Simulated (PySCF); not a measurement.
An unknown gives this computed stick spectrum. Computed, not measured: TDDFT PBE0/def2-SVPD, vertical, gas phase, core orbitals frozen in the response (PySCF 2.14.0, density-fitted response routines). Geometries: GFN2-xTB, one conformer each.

```
state  λ (nm)       f
   S1   250.2   0.019
   S2   216.5   0.042
   S3   194.0  0.0098
   S4   193.5   0.015
   S5   188.3  0.0082
   S6   183.9   0.178
   S7   181.7   0.053
   S8   178.7  0.0033
```

Triplets computed (Tamm–Dancoff): 4.20, 4.65, 5.09 eV.

**Question.** Which candidate is it? All have the formula C5H7P.
A. `C#CP(C)C=C`
B. `CC1=CC=CP1`
C. `C#CP1CCC1`

**Answer.** C. Its S1 lies at 4.95 eV; the nearest of the others has S1 at 5.23 eV. S1 is HOMO→LUMO (96%). Löwdin shares by element: HOMO phosphorus 45%, carbon 35% or more (atoms not listed hold the other 20%); LUMO carbon 47% or more, phosphorus 28% (atoms not listed hold the other 25%). At the same level the other candidates give, for their lowest levels:
- `C#CP(C)C=C`: 237 nm (f 0.041); 225 nm (f 0.089); 209 nm (f 0.094); 194 nm (f 0.004); 189 nm (f 0.013); T1 4.06 eV; HOMO -6.69, LUMO -0.29 eV
- `Cc1ccc[pH]1`: 269 nm (f 0.064); 239 nm (f 0.076); 211 nm (f 0.001); 202 nm (f 0.015); 189 nm (f 0.002); T1 2.93 eV; HOMO -6.50, LUMO -1.05 eV
